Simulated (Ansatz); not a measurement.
```yaml
crystal:
  periodic: [false, false, false]
  atoms:
    - {symbol: C, position_ang: [-0.266060, 1.444257, -1.324481]}
    - {symbol: S, position_ang: [1.223318, 0.811475, -0.799086]}
    - {symbol: S, position_ang: [0.892383, 0.305918, 1.149527]}
    - {symbol: C, position_ang: [0.031826, -1.272838, 0.996455]}
    - {symbol: H, position_ang: [-0.409320, 1.537386, -2.393011]}
    - {symbol: H, position_ang: [-0.958368, 1.885887, -0.621314]}
    - {symbol: H, position_ang: [-0.902037, -1.148442, 0.449500]}
    - {symbol: H, position_ang: [0.664764, -2.013285, 0.509090]}
    - {symbol: H, position_ang: [-0.188005, -1.596857, 2.016221]}
basis:
  gaussian: {orbitals: def2-TZVPPP, fitting: {mean_field: cc-pVTZ-jkfit}}
total_charge: 1
hamiltonian: {xc: {name: PBE}, dispersion: d4}
accuracy: high
output: {forces: true}
```

```sh
$ ansatz run in.yaml --threads 4 --pin off --events-out ev --progress --plain --max-ram 10444MiB
```

Output, abridged:

```
Error: <dir> can't be read: No such file or directory (os error 2)
```
